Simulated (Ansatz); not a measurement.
Species: BF₂, charge 0, doublet. BF2 (SMILES F[B]F, doublet).
B3LYP-D3(BJ)/def2-TZVP minimum from Ansatz (a quantum-chemistry and plane-wave program):
```xyz
3

B     -0.0027     0.5023    -0.0114
F      1.1429    -0.1332     0.0106
F     -1.1414    -0.1458    -0.0043
```
Charge 0, spin multiplicity 2.

Total energies in hartree (Ansatz). UHF or UKS for unpaired electrons; spin-orbit terms are left out. Correlated methods leave the cores frozen. No relativity. Where a partner has so few electrons that a lower coupled-cluster level is exact, that level stands in.

```tsv
species	HF/cc-pVTZ	CCSD(T)/cc-pVTZ	HF/cc-pVQZ	CCSD(T)/cc-pVQZ	CCSD(T)/cc-pVDZ	CCSDT(Q)/cc-pVDZ
1: BF2 (SMILES F[B]F, doublet)	-223.70714	-224.29755	-223.72596	-224.36761	-224.06659	-224.06803
2: B (doublet)	-24.53207	-24.59810	-24.53297	-24.60084	-24.58941	-24.58977
3: F (doublet)	-99.40552	-99.62036	-99.41377	-99.65026	-99.52757	-99.52776
```

Question: Work out the atomisation energy (electronic, to ground-state atoms) in kcal/mol: take Hartree-Fock from cc-pVQZ, extrapolate the CCSD(T) correlation energy as X^-3 (X = 3, 4), and add CCSDT(Q) - CCSD(T) in cc-pVDZ. 1 hartree = 627.51 kcal/mol.

Answer: 
Species 1: correlation (64·(-0.64165) - 27·(-0.59041))/37 = -0.67904; step -0.00144; E1 = -223.72596 + (-0.67904) + (-0.00144) = -224.40644
Species 2: correlation (64·(-0.06787) - 27·(-0.06603))/37 = -0.06921; step -0.00036; E2 = -24.53297 + (-0.06921) + (-0.00036) = -24.60254
Species 3: correlation (64·(-0.23649) - 27·(-0.21484))/37 = -0.25229; step -0.00019; E3 = -99.41377 + (-0.25229) + (-0.00019) = -99.66625
-1·E1 +1·E2 +2·E3 = 0.47140 hartree = 295.8 kcal/mol.
